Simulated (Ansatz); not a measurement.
Input file:

```yaml
crystal:
  periodic: [false, false, false]
  atoms:
    - {symbol: Ga, position_ang: [0.000012, -0.128408, 2.216041]}
    - {symbol: N, position_ang: [0.000052, 0.027110, 0.291499]}
    - {symbol: N, position_ang: [0.000009, -0.304058, -0.883846]}
    - {symbol: H, position_ang: [-0.000074, 0.405356, -1.623694]}
basis:
  gaussian: {orbitals: STO-3G}
hamiltonian: {pseudopotentials: {relativity: none}}
correlation: {method: sc_nevpt2, electrons: outside_noble_gas, active_space: {window: {electrons: 10, orbitals: 6}}}
scf: {lower_state_search: full}
output: {forces: true}
```

```sh
$ ansatz run in.yaml --threads 1 --pin off --events-out ev --progress --plain --max-ram 2393MiB
```

Output:

```
324 factors; integrals over basis functions are off by at most 4.4e-5 eV
mean field evaluation 1: about -54661.2369 eV, gradient 9.6e0 eV
mean field evaluation 2: about -54661.3133 eV, gradient 9.6e0 eV
mean field evaluation 4: about -54661.9677 eV, gradient 2.7e0 eV
mean field evaluation 8: about -54662.1331 eV, gradient 7.3e-1 eV
mean field evaluation 16: about -54662.2814 eV, gradient 2.8e-1 eV
mean field evaluation 32: about -54662.3422 eV, gradient 1.5e-1 eV
mean field evaluation 64: about -54660.4557 eV, gradient 1.0e1 eV
mean field evaluation 96: about -54662.3449 eV, gradient 7.0e-4 eV
mean field -54662.34492887 eV, -2008.8041246677 hartree, gradient 1.9e-6 eV, S^2 0.000000; 11 other end points of the search recorded, 0 dependent functions left out; unrestricted orbitals would lower it
reference -54662.34492887 eV, -2008.8041246677 hartree; 23, 23 occupied and 6, 6 virtual orbitals, 324 factors
state -54663.80610119 eV, -2008.8578217601 hartree
state -54663.80610119 eV, -2008.8578217601 hartree; corrected -54666.25567375 eV, -2008.9478418915 hartree
state -54662.91029367 eV, -2008.8249014412 hartree
state -54662.91029367 eV, -2008.8249014412 hartree; corrected -54666.32417094 eV, -2008.9503591166 hartree
state -54662.91029367 eV, -2008.8249014412 hartree; corrected -54666.32417094 eV, -2008.9503591166 hartree
WARN: 2 active orbitals are nearly empty or full. The corrections depend on them more than the energy does, and are more stable in an active space without them
the calculation of the forces begins
WARN: the results are in doubt because another end's mean lies 0.896 eV lower, and its corrected mean 0.068 eV higher
Total energy: -54666.32417094 eV, -2008.9503591166 hartree
Atom 0 at     0.000012    -0.128408     2.216041 Å, force     0.042062     0.387235    -3.819358 eV/Å
Atom 1 at     0.000052     0.027110     0.291499 Å, force    -0.090610     1.971412     8.611914 eV/Å
Atom 2 at     0.000009    -0.304058    -0.883846 Å, force     0.016922    -5.574984    -3.322014 eV/Å
Atom 3 at    -0.000074     0.405356    -1.623694 Å, force     0.031627     3.216337    -1.470542 eV/Å
Dipole moment:    -0.007960     0.235437    -0.519154 e Å
In doubt: another end's mean lies 0.896 eV lower, and its corrected mean 0.068 eV higher
```

Natural occupations: 2.0000 2.0000 1.9999 1.9803 1.9389 0.0809.

Forces (eV/Å):
```
Ga   0.042  0.387 -3.819
N   -0.091  1.971  8.612
N    0.017 -5.575 -3.322
H    0.032  3.216 -1.471
```

Ran on 1 thread of Arm Neoverse V2, shared host: 3.1 s wall, 0.08 GiB peak host memory.
